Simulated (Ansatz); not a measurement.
System: fcc Cu. Method: HSE06-D3(BJ) (plane waves, PAW; Ansatz, a first-principles code).

Settings: plane-wave cutoff 460 eV, 16×16×16 k mesh, Fermi–Dirac smearing 0.05 eV, no spin polarisation, scalar-relativistic PAW data made under PBE.

Results at a series of volumes:

```
V (Å³/atom)  E − E_lowest (meV/atom)  P (GPa)
-----------  -----------------------  -------
10.604                         15.19     9.27
10.883                          3.50     4.22
11.162                          0.00    -0.12
11.375                          2.11    -3.02
11.720                         13.04    -7.05
```

Q: Estimate the bulk modulus from the pressures at 10.883 and 11.375 Å³/atom, and compare it with a fit to all energies.

A: B = −V dP/dV. Between V = 10.883 and 11.375 Å³/atom, dP/dV = (-3.02 − (4.22))/(11.375 − 10.883) = -14.7 GPa per Å³/atom; at the midpoint 11.129 Å³/atom this gives B ≈ 164 GPa. The third-order Birch–Murnaghan fit gives V0 = 11.155 Å³/atom, B0 = 161 GPa, B′ = 5.1, which lies 1 % below that estimate.

Measured, for comparison: bulk modulus 144 GPa (0 K value with the zero-point phonon effect removed, our sources range from 140 to 145; as tabulated in Mejia-Rodriguez and Trickey (2018), arXiv:1807.09216); equilibrium volume per atom 11.62 Å³/atom (low-temperature or extrapolated to 0 K; zero-point anharmonic expansion removed; as tabulated in Csonka et al. (2009), arXiv:0903.4037). Computed (rounded) less measured: bulk modulus +12 % (+11 % to +15 % over the range), equilibrium volume per atom -4.0 %.

The computed numbers hold no vibrational or temperature effects.
